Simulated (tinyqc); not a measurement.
Inside a calculation (part 1 of 3). Method: UHF in the sto-3g basis, for OH+, spin multiplicity 3. Computed by tinyqc, a small Python program that keeps every step (integrals from PySCF). Settings: charge = 1, multiplicity = 3, basis = sto-3g, energy threshold = 1e-10, iteration cap = 87, orthogonalisation = symmetric, start = core, DIIS depth = 8, method = UHF. Command: `OMP_NUM_THREADS=1 python tinyqc.py 20590 20591 out.jsonl` (the two numbers bound the seeds that draw the settings). One thread of a shared host (Intel(R) Xeon(R) Processor @ 2.60GHz), about 0.1 s of CPU time with the checks. Later iterations appear only in the table of the cycle.

## One-electron integrals

Geometry (angstrom):
```
atom        x        y        z
O     0.00000  0.00000  0.00000
H     0.00000  0.00000  0.85300
```

Basis sto-3g: exponents (1/bohr^2) and contraction coefficients of normalised primitives:
```
element  l (shell)   exponent  coefficient
O            s (1)  130.70932      0.15433
O            s (1)   23.80886      0.53533
O            s (1)    6.44361      0.44463
O            s (2)    5.03315     -0.09997
O            s (2)    1.16960      0.39951
O            s (2)    0.38039      0.70012
O            p (3)    5.03315      0.15592
O            p (3)    1.16960      0.60768
O            p (3)    0.38039      0.39196
H            s (1)    3.42525      0.15433
H            s (1)    0.62391      0.53533
H            s (1)    0.16886      0.44463
```

Overlap, kinetic and nuclear-attraction integrals over the contracted functions; the nuclear repulsion is the sum of Za Zb / Rab.

nuclear repulsion = 4.9629750 hartree

overlap S:
```
          1O 1s    1O 2s   1O 2px   1O 2py   1O 2pz    2H 1s
1O 1s   1.00000  0.23670  0.00000  0.00000  0.00000  0.06894
1O 2s   0.23670  1.00000  0.00000  0.00000  0.00000  0.54542
1O 2px  0.00000  0.00000  1.00000  0.00000  0.00000  0.00000
1O 2py  0.00000  0.00000  0.00000  1.00000  0.00000  0.00000
1O 2pz  0.00000  0.00000  0.00000  0.00000  1.00000  0.42664
2H 1s   0.06894  0.54542  0.00000  0.00000  0.42664  1.00000
```

kinetic energy T (hartree):
```
           1O 1s     1O 2s   1O 2px   1O 2py   1O 2pz    2H 1s
1O 1s   29.00320  -0.16801  0.00000  0.00000  0.00000  0.00716
1O 2s   -0.16801   0.80813  0.00000  0.00000  0.00000  0.18490
1O 2px   0.00000   0.00000  2.52873  0.00000  0.00000  0.00000
1O 2py   0.00000   0.00000  0.00000  2.52873  0.00000  0.00000
1O 2pz   0.00000   0.00000  0.00000  0.00000  2.52873  0.37026
2H 1s    0.00716   0.18490  0.00000  0.00000  0.37026  0.76003
```

nuclear attraction V (hartree):
```
            1O 1s     1O 2s    1O 2px    1O 2py    1O 2pz     2H 1s
1O 1s   -61.23883  -7.32992   0.00000   0.00000  -0.01955  -2.20798
1O 2s    -7.32992  -9.65676   0.00000   0.00000  -0.21869  -4.36533
1O 2px    0.00000   0.00000  -9.53109   0.00000   0.00000   0.00000
1O 2py    0.00000   0.00000   0.00000  -9.53109   0.00000   0.00000
1O 2pz   -0.01955  -0.21869   0.00000   0.00000  -9.69023  -3.13762
2H 1s    -2.20798  -4.36533   0.00000   0.00000  -3.13762  -5.91814
```

core Hamiltonian H = T + V (hartree):
```
            1O 1s     1O 2s    1O 2px    1O 2py    1O 2pz     2H 1s
1O 1s   -32.23563  -7.49793   0.00000   0.00000  -0.01955  -2.20082
1O 2s    -7.49793  -8.84863   0.00000   0.00000  -0.21869  -4.18043
1O 2px    0.00000   0.00000  -7.00236   0.00000   0.00000   0.00000
1O 2py    0.00000   0.00000   0.00000  -7.00236   0.00000   0.00000
1O 2pz   -0.01955  -0.21869   0.00000   0.00000  -7.16149  -2.76736
2H 1s    -2.20082  -4.18043   0.00000   0.00000  -2.76736  -5.15811
```

## Two-electron integrals

Functions are numbered as in S; the eight-fold symmetry (ij|kl) = (ji|kl) = (kl|ij) leaves the list below.

Two-electron integrals (ij|kl) in chemists' order, unique and non-zero (hartree):
```
(11|11) 4.78507   (21|11) 0.74138   (21|21) 0.13687   (22|11) 1.11895
(22|21) 0.25663   (22|22) 0.81721   (31|31) 0.02448   (32|31) 0.03781
(32|32) 0.18052   (33|11) 1.11581   (33|21) 0.25668   (33|22) 0.81702
(33|33) 0.88016   (41|41) 0.02448   (42|41) 0.03781   (42|42) 0.18052
(43|43) 0.04744   (44|11) 1.11581   (44|21) 0.25668   (44|22) 0.81702
(44|33) 0.78527   (44|44) 0.88016   (51|51) 0.02448   (52|51) 0.03781
(52|52) 0.18052   (53|53) 0.04744   (54|54) 0.04744   (55|11) 1.11581
(55|21) 0.25668   (55|22) 0.81702   (55|33) 0.78527   (55|44) 0.78527
(55|55) 0.88016   (61|11) 0.22014   (61|21) 0.04024   (61|22) 0.07477
(61|33) 0.07463   (61|44) 0.07463   (61|51) 0.00181   (61|52) 0.00336
(61|55) 0.07504   (61|61) 0.01198   (62|11) 0.48093   (62|21) 0.11144
(62|22) 0.38660   (62|33) 0.38054   (62|44) 0.38054   (62|51) 0.00820
(62|52) 0.05987   (62|55) 0.39837   (62|61) 0.03326   (62|62) 0.21732
(63|31) 0.01231   (63|32) 0.06924   (63|53) 0.01276   (63|63) 0.03287
(64|41) 0.01231   (64|42) 0.06924   (64|54) 0.01276   (64|64) 0.03287
(65|11) 0.32202   (65|21) 0.07567   (65|22) 0.28053   (65|33) 0.26752
(65|44) 0.26752   (65|51) 0.01728   (65|52) 0.11117   (65|55) 0.30627
(65|61) 0.02369   (65|62) 0.19162   (65|65) 0.20024   (66|11) 0.58520
(66|21) 0.13777   (66|22) 0.54207   (66|33) 0.52012   (66|44) 0.52012
(66|51) 0.01442   (66|52) 0.13923   (66|55) 0.58534   (66|61) 0.04158
(66|62) 0.36571   (66|65) 0.36916   (66|66) 0.77461
```

## Orthogonalisation

S = U s U^T; symmetric (Loewdin) form X = U s^(-1/2) U^T, so that X^T S X = 1.

eigenvalues of S: 0.29691  0.84093  1.00000  1.00000  1.12344  1.73871

X:
```
           1O 1s     1O 2s   1O 2px   1O 2py    1O 2pz     2H 1s
1O 1s    1.02342  -0.13768  0.00000  0.00000  -0.01146   0.02705
1O 2s   -0.13768   1.20666  0.00000  0.00000   0.14188  -0.41511
1O 2px   0.00000   0.00000  1.00000  0.00000   0.00000   0.00000
1O 2py   0.00000   0.00000  0.00000  1.00000   0.00000   0.00000
1O 2pz  -0.01146   0.14188  0.00000  0.00000   1.10897  -0.31974
2H 1s    0.02705  -0.41511  0.00000  0.00000  -0.31974   1.28850
```

## Starting guess

The start is the orbitals of the core Hamiltonian; D(s) = C_occ C_occ^T for each spin.

D(alpha) at the start:
```
           1O 1s     1O 2s   1O 2px   1O 2py    1O 2pz     2H 1s
1O 1s    1.06489  -0.29076  0.00000  0.00000  -0.03276   0.05804
1O 2s   -0.29076   1.30165  0.00000  0.00000   0.21346  -0.26489
1O 2px   0.00000   0.00000  1.00000  0.00000   0.00000   0.00000
1O 2py   0.00000   0.00000  0.00000  1.00000   0.00000   0.00000
1O 2pz  -0.03276   0.21346  0.00000  0.00000   1.18227  -0.26670
2H 1s    0.05804  -0.26489  0.00000  0.00000  -0.26670   0.09736
```

D(beta) at the start:
```
           1O 1s     1O 2s   1O 2px   1O 2py    1O 2pz     2H 1s
1O 1s    1.06489  -0.29076  0.00000  0.00000  -0.03276   0.05804
1O 2s   -0.29076   1.30165  0.00000  0.00000   0.21346  -0.26489
1O 2px   0.00000   0.00000  0.00000  0.00000   0.00000   0.00000
1O 2py   0.00000   0.00000  0.00000  0.00000   0.00000   0.00000
1O 2pz  -0.03276   0.21346  0.00000  0.00000   1.18227  -0.26670
2H 1s    0.05804  -0.26489  0.00000  0.00000  -0.26670   0.09736
```

## Iteration 1: building the Fock matrix

J_ij = sum D_kl (ij|kl) with D = D(alpha) + D(beta), K_ij = sum D_kl (ik|jl) for each spin; F = H + J - K(s); E = tr D H + tr D J / 2 - 0.5 sum_s tr D(s) K(s) + E_nn.

Coulomb J (hartree):
```
           1O 1s     1O 2s   1O 2px   1O 2py    1O 2pz    2H 1s
1O 1s   16.42384   3.04556  0.00000  0.00000   0.00517  0.89639
1O 2s    3.04556   7.19201  0.00000  0.00000  -0.00496  3.29842
1O 2px   0.00000   0.00000  7.15711  0.00000   0.00000  0.00000
1O 2py   0.00000   0.00000  0.00000  7.15711   0.00000  0.00000
1O 2pz   0.00517  -0.00496  0.00000  0.00000   7.23914  2.34074
2H 1s    0.89639   3.29842  0.00000  0.00000   2.34074  4.41775
```

exchange K(alpha) (hartree):
```
          1O 1s    1O 2s   1O 2px   1O 2py   1O 2pz    2H 1s
1O 1s   4.92496  0.85979  0.00000  0.00000  0.00104  0.26353
1O 2s   0.85979  1.43204  0.00000  0.00000  0.00074  0.58804
1O 2px  0.00000  0.00000  1.18388  0.00000  0.00000  0.00000
1O 2py  0.00000  0.00000  0.00000  1.18388  0.00000  0.00000
1O 2pz  0.00104  0.00074  0.00000  0.00000  1.17376  0.31085
2H 1s   0.26353  0.58804  0.00000  0.00000  0.31085  0.34860
```

exchange K(beta) (hartree):
```
          1O 1s    1O 2s   1O 2px   1O 2py   1O 2pz    2H 1s
1O 1s   4.87600  0.78418  0.00000  0.00000  0.00104  0.23892
1O 2s   0.78418  1.07100  0.00000  0.00000  0.00074  0.44956
1O 2px  0.00000  0.00000  0.25628  0.00000  0.00000  0.00000
1O 2py  0.00000  0.00000  0.00000  0.25628  0.00000  0.00000
1O 2pz  0.00104  0.00074  0.00000  0.00000  1.07887  0.28532
2H 1s   0.23892  0.44956  0.00000  0.00000  0.28532  0.28287
```

F(alpha) (hartree):
```
            1O 1s     1O 2s    1O 2px    1O 2py    1O 2pz     2H 1s
1O 1s   -20.73674  -5.31217   0.00000   0.00000  -0.01542  -1.56796
1O 2s    -5.31217  -3.08867   0.00000   0.00000  -0.22439  -1.47005
1O 2px    0.00000   0.00000  -1.02913   0.00000   0.00000   0.00000
1O 2py    0.00000   0.00000   0.00000  -1.02913   0.00000   0.00000
1O 2pz   -0.01542  -0.22439   0.00000   0.00000  -1.09612  -0.73747
2H 1s    -1.56796  -1.47005   0.00000   0.00000  -0.73747  -1.08896
```

F(beta) (hartree):
```
            1O 1s     1O 2s    1O 2px    1O 2py    1O 2pz     2H 1s
1O 1s   -20.68779  -5.23655   0.00000   0.00000  -0.01542  -1.54335
1O 2s    -5.23655  -2.72763   0.00000   0.00000  -0.22439  -1.33157
1O 2px    0.00000   0.00000  -0.10153   0.00000   0.00000   0.00000
1O 2py    0.00000   0.00000   0.00000  -0.10153   0.00000   0.00000
1O 2pz   -0.01542  -0.22439   0.00000   0.00000  -1.00123  -0.71194
2H 1s    -1.54335  -1.33157   0.00000   0.00000  -0.71194  -1.02323
```

total energy of this density = -73.4433846 hartree

## Iteration 1: diagonalisation and new density

Diagonalise F' = X^T F X, C = X C', fill 5 alpha and 3 beta electrons from the bottom; D(s) = C_occ C_occ^T. Each column has its largest component positive (the first on a tie).

F' = X^T F X (alpha) (hartree):
```
           1         2         3         4         5         6
1  -20.35781  -2.67291   0.00000   0.00000  -0.01726  -0.29602
2   -2.67291  -2.03080   0.00000   0.00000  -0.05346  -0.59726
3    0.00000   0.00000  -1.02913   0.00000   0.00000   0.00000
4    0.00000   0.00000   0.00000  -1.02913   0.00000   0.00000
5   -0.01726  -0.05346   0.00000   0.00000  -0.93232  -0.46338
6   -0.29602  -0.59726   0.00000   0.00000  -0.46338  -0.33646
```

orbital energies (alpha) (hartree): MO1 -20.74673, MO2 -1.89621, MO3 -1.06554, MO4 -1.02913, MO5 -1.02913, MO6 0.05109

coefficients C (alpha):
```
             MO1       MO2       MO3      MO4       MO5       MO6
1O 1s    0.99382  -0.25177   0.09051  0.00000   0.00000   0.08916
1O 2s    0.02755   0.96058  -0.42592  0.00000   0.00000  -0.75003
1O 2px   0.00000   0.00000   0.00000  0.97031  -0.24188   0.00000
1O 2py   0.00000   0.00000   0.00000  0.24188   0.97031   0.00000
1O 2pz   0.00473   0.26033   0.84019  0.00000   0.00000  -0.76065
2H 1s   -0.00879   0.04727   0.24211  0.00000   0.00000   1.36915
```

F' = X^T F X (beta) (hartree):
```
           1         2         3         4         5         6
1  -20.32062  -2.64376   0.00000   0.00000  -0.01614  -0.29805
2   -2.64376  -1.65501   0.00000   0.00000  -0.04374  -0.56838
3    0.00000   0.00000  -0.10153   0.00000   0.00000   0.00000
4    0.00000   0.00000   0.00000  -0.10153   0.00000   0.00000
5   -0.01614  -0.04374   0.00000   0.00000  -0.83237  -0.46253
6   -0.29805  -0.56838   0.00000   0.00000  -0.46253  -0.32453
```

orbital energies (beta) (hartree): MO1 -20.69475, MO2 -1.59136, MO3 -0.94111, MO4 -0.10153, MO5 -0.10153, MO6 0.09470

coefficients C (beta):
```
             MO1       MO2       MO3       MO4      MO5       MO6
1O 1s    0.99492  -0.23036   0.12019   0.00000  0.00000   0.09919
1O 2s    0.02284   0.86235  -0.54434   0.00000  0.00000  -0.79180
1O 2px   0.00000   0.00000   0.00000  -0.03949  0.99922   0.00000
1O 2py   0.00000   0.00000   0.00000   0.99922  0.03949   0.00000
1O 2pz   0.00406   0.32980   0.80096   0.00000  0.00000  -0.77588
2H 1s   -0.00734   0.14157   0.23238   0.00000  0.00000   1.36433
```

D(alpha) after iteration 1:
```
           1O 1s     1O 2s   1O 2px   1O 2py    1O 2pz     2H 1s
1O 1s    1.05927  -0.25302  0.00000  0.00000   0.01520   0.00127
1O 2s   -0.25302   1.10488  0.00000  0.00000  -0.10766  -0.05796
1O 2px   0.00000   0.00000  1.00000  0.00000   0.00000   0.00000
1O 2py   0.00000   0.00000  0.00000  1.00000   0.00000   0.00000
1O 2pz   0.01520  -0.10766  0.00000  0.00000   0.77371   0.21568
2H 1s    0.00127  -0.05796  0.00000  0.00000   0.21568   0.06093
```

D(beta) after iteration 1:
```
           1O 1s     1O 2s   1O 2px   1O 2py    1O 2pz     2H 1s
1O 1s    1.05738  -0.24135  0.00000  0.00000   0.02434  -0.01198
1O 2s   -0.24135   1.04048  0.00000  0.00000  -0.15149  -0.00458
1O 2px   0.00000   0.00000  0.00000  0.00000   0.00000   0.00000
1O 2py   0.00000   0.00000  0.00000  0.00000   0.00000   0.00000
1O 2pz   0.02434  -0.15149  0.00000  0.00000   0.75032   0.23279
2H 1s   -0.01198  -0.00458  0.00000  0.00000   0.23279   0.07410
```

Within a degenerate level the vectors are fixed only up to a rotation; this is one choice.

## Iteration 2: building the Fock matrix

As before.

Coulomb J (hartree):
```
           1O 1s    1O 2s   1O 2px   1O 2py    1O 2pz    2H 1s
1O 1s   16.03093  2.96071  0.00000  0.00000  -0.00128  0.87105
1O 2s    2.96071  7.02195  0.00000  0.00000   0.02038  3.26836
1O 2px   0.00000  0.00000  6.98398  0.00000   0.00000  0.00000
1O 2py   0.00000  0.00000  0.00000  6.98398   0.00000  0.00000
1O 2pz  -0.00128  0.02038  0.00000  0.00000   7.07504  2.35915
2H 1s    0.87105  3.26836  0.00000  0.00000   2.35915  4.51576
```

exchange K(alpha) (hartree):
```
          1O 1s     1O 2s   1O 2px   1O 2py    1O 2pz    2H 1s
1O 1s   4.91002   0.85039  0.00000  0.00000   0.00281  0.25993
1O 2s   0.85039   1.41328  0.00000  0.00000  -0.00097  0.66154
1O 2px  0.00000   0.00000  1.17007  0.00000   0.00000  0.00000
1O 2py  0.00000   0.00000  0.00000  1.17007   0.00000  0.00000
1O 2pz  0.00281  -0.00097  0.00000  0.00000   1.11360  0.44698
2H 1s   0.25993   0.66154  0.00000  0.00000   0.44698  0.58025
```

exchange K(beta) (hartree):
```
          1O 1s     1O 2s   1O 2px   1O 2py    1O 2pz    2H 1s
1O 1s   4.85861   0.77427  0.00000  0.00000   0.00214  0.23510
1O 2s   0.77427   1.04434  0.00000  0.00000  -0.01370  0.53221
1O 2px  0.00000   0.00000  0.23850  0.00000   0.00000  0.00000
1O 2py  0.00000   0.00000  0.00000  0.23850   0.00000  0.00000
1O 2pz  0.00214  -0.01370  0.00000  0.00000   1.01186  0.42453
2H 1s   0.23510   0.53221  0.00000  0.00000   0.42453  0.54099
```

F(alpha) (hartree):
```
            1O 1s     1O 2s    1O 2px    1O 2py    1O 2pz     2H 1s
1O 1s   -21.11472  -5.38761   0.00000   0.00000  -0.02363  -1.58970
1O 2s    -5.38761  -3.23997   0.00000   0.00000  -0.19734  -1.57362
1O 2px    0.00000   0.00000  -1.18845   0.00000   0.00000   0.00000
1O 2py    0.00000   0.00000   0.00000  -1.18845   0.00000   0.00000
1O 2pz   -0.02363  -0.19734   0.00000   0.00000  -1.20006  -0.85519
2H 1s    -1.58970  -1.57362   0.00000   0.00000  -0.85519  -1.22260
```

F(beta) (hartree):
```
            1O 1s     1O 2s    1O 2px    1O 2py    1O 2pz     2H 1s
1O 1s   -21.06331  -5.31150   0.00000   0.00000  -0.02297  -1.56487
1O 2s    -5.31150  -2.87103   0.00000   0.00000  -0.18461  -1.44428
1O 2px    0.00000   0.00000  -0.25688   0.00000   0.00000   0.00000
1O 2py    0.00000   0.00000   0.00000  -0.25688   0.00000   0.00000
1O 2pz   -0.02297  -0.18461   0.00000   0.00000  -1.09831  -0.83274
2H 1s    -1.56487  -1.44428   0.00000   0.00000  -0.83274  -1.18334
```

total energy of this density = -73.9643002 hartree

## Iteration 2: DIIS over 2 matrices

error matrix X^T (FDS - SDF) X (alpha):
```
          1         2        3        4         5         6
1   0.00000   0.00037  0.00000  0.00000   0.00038  -0.00598
2  -0.00037   0.00000  0.00000  0.00000   0.00195   0.05610
3   0.00000   0.00000  0.00000  0.00000   0.00000   0.00000
4   0.00000   0.00000  0.00000  0.00000   0.00000   0.00000
5  -0.00038  -0.00195  0.00000  0.00000   0.00000   0.08889
6   0.00598  -0.05610  0.00000  0.00000  -0.08889   0.00000
```

B (overlaps of the stored error matrices):
```
               1              2
1  1.0964636e+00  2.4095516e-01
2  2.4095516e-01  5.5786272e-02
```

Minimise |sum c_i e_i|^2 with sum c_i = 1: solve [B -1; -1 0][c; lambda] = [0; -1] with B_ij = tr e_i^T e_j summed over both spins, and take F = sum c_i F_i.

DIIS coefficients: -0.27623  1.27623

extrapolated F(alpha) (hartree):
```
            1O 1s     1O 2s    1O 2px    1O 2py    1O 2pz     2H 1s
1O 1s   -21.21913  -5.40845   0.00000   0.00000  -0.02590  -1.59571
1O 2s    -5.40845  -3.28176   0.00000   0.00000  -0.18987  -1.60223
1O 2px    0.00000   0.00000  -1.23246   0.00000   0.00000   0.00000
1O 2py    0.00000   0.00000   0.00000  -1.23246   0.00000   0.00000
1O 2pz   -0.02590  -0.18987   0.00000   0.00000  -1.22877  -0.88770
2H 1s    -1.59571  -1.60223   0.00000   0.00000  -0.88770  -1.25951
```

extrapolated F(beta) (hartree):
```
            1O 1s     1O 2s    1O 2px    1O 2py    1O 2pz     2H 1s
1O 1s   -21.16704  -5.33220   0.00000   0.00000  -0.02505  -1.57082
1O 2s    -5.33220  -2.91064   0.00000   0.00000  -0.17362  -1.47542
1O 2px    0.00000   0.00000  -0.29979   0.00000   0.00000   0.00000
1O 2py    0.00000   0.00000   0.00000  -0.29979   0.00000   0.00000
1O 2pz   -0.02505  -0.17362   0.00000   0.00000  -1.12513  -0.86610
2H 1s    -1.57082  -1.47542   0.00000   0.00000  -0.86610  -1.22757
```
